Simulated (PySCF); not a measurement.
Compound: C₄H₅FO.
SMILES: `O=C(F)C1CC1`

Torsions of this conformer, `[O:1]=[C:2]([F:3])[CH:4]1[CH2:5][CH2:6]1`: O1–C2–C4–C5 34°.

The closed-shell ground state was solved at several levels (PySCF, density fitting, gas phase, non-relativistic). The structure is a single PBE0-D3(BJ)/def2-SVP conformer in the gas phase; no vibrational or solvent corrections.

```
        level  basis functions  HOMO (eV)  LUMO (eV)  gap (eV)  dipole (D)
BP86/pcSseg-2              286      -7.32      -1.61      5.71        3.26
OPBE/pcSseg-2              286      -7.14      -1.39      5.75        3.19
 LDA/pcSseg-2              286      -7.45      -1.83      5.62        3.33
BLYP/pcSseg-2              286      -7.13      -1.43      5.70        3.28
  HF/pcSseg-2              286     -12.13       2.51     14.64        3.68
```

Task: What might PBE/pcSseg-2 (286 basis functions) give for the same quantities?

Result: HOMO -7.22 eV, LUMO -1.53 eV, gap 5.69 eV, dipole 3.25 D.

Task: Over all these levels, which gives the widest orbital gap and which the narrowest?

Result: HF/pcSseg-2 (Hartree–Fock, all exact exchange) has the widest, 14.64 eV, and LDA/pcSseg-2 (LDA) the narrowest, 5.62 eV. From the narrowest to the widest the HOMO moves by -4.68 eV and the LUMO by +4.34 eV.

Task: How far do the dipole and the HOMO energy spread over the levels?

Result: The dipole runs from 3.19 to 3.68 D (mean 3.33 D) and the HOMO from -12.13 to -7.13 eV.
